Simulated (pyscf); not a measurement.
## Four-centre exchange: HO–SiH₂–OH (SMILES O[SiH2]O) + NH₃ (SMILES N) -> H₂N–SiH(OH)–OH (SMILES N[SiH](O)O) + H₂ (SMILES [H][H])

Gas phase, singlet surface, charge 0. Bonds broken: Si2–H5, N8–H9. Bonds formed: Si2–N8, H5–H9. Structures and frequencies: ωB97X-D3(BJ)/def2-SVP in PySCF.

Transition state (Å):

```xyz
11

O     -1.5809    -1.1945     0.7274
Si    -0.6490     0.1646     0.5964
O      0.9644     0.2580     0.2484
H     -1.6244    -1.6512    -0.1237
H     -0.7499    -0.3421    -1.4741
H     -0.7105     0.7245     1.9680
H      1.1325    -0.0792    -0.6420
N     -1.5823     1.4730    -0.3924
H     -1.3376     0.7558    -1.2615
H     -2.5764     1.5702    -0.1753
H     -1.1355     2.3906    -0.4485
```

One imaginary mode, 1021i cm⁻¹; descent along it reached the two sides named.

| bond | change | reactant side (Å) | saddle | product side |
|---|---|---|---|---|
| Si2–H5 | breaks | 1.491 | 2.134 | 3.8 |
| N8–H9 | breaks | 1.020 | 1.153 | 2.6 |
| Si2–N8 | forms | 3.3 | 1.887 | 1.734 |
| H5–H9 | forms | 3.7 | 1.263 | 0.763 |

Electronic energies relative to the separated reactants (kcal/mol):

```json
[
 {"level": "ωB97X-D3(BJ)/def2-TZVP", "barrier": "31.7", "reaction energy": "-13.1", "reverse barrier": "44.8"},
 {"level": "PBE/def2-TZVP", "barrier": "28.1", "reaction energy": "-11.0", "reverse barrier": "39.1"},
 {"level": "r²SCAN/def2-TZVP", "barrier": "29.4", "reaction energy": "-13.6", "reverse barrier": "43.0"},
 {"level": "B3LYP-D3(BJ)/def2-TZVP", "barrier": "32.2", "reaction energy": "-12.4", "reverse barrier": "44.7"},
 {"level": "PBE0-D3(BJ)/def2-TZVP", "barrier": "29.0", "reaction energy": "-12.0", "reverse barrier": "41.0"},
 {"level": "M06-2X/def2-TZVP", "barrier": "32.6", "reaction energy": "-15.5", "reverse barrier": "48.1"},
 {"level": "ωB97M-D3(BJ)/def2-TZVP", "barrier": "31.0", "reaction energy": "-12.6", "reverse barrier": "43.7"},
 {"level": "HF/def2-TZVP", "barrier": "49.8", "reaction energy": "-9.9", "reverse barrier": "59.8"}
]
```

With ωB97M-D3(BJ)/def2-TZVP energies and thermal terms (ideal gas, 1 atm, RRHO with modes under 100 cm⁻¹ raised to 100, one conformer, R ln 2 for chiral ones without a mode under 150 cm⁻¹), in kcal/mol:

```tsv
T (K)	ΔH‡	ΔG‡	ΔH	ΔG
298	29.2	40.6	-16.1	-14.6
600	29.3	52.1	-14.5	-13.7
900	30.0	63.4	-13.4	-13.5
1200	30.9	74.4	-12.5	-13.7
```

This is the saddle that the search found; another between the same sides may lie lower.
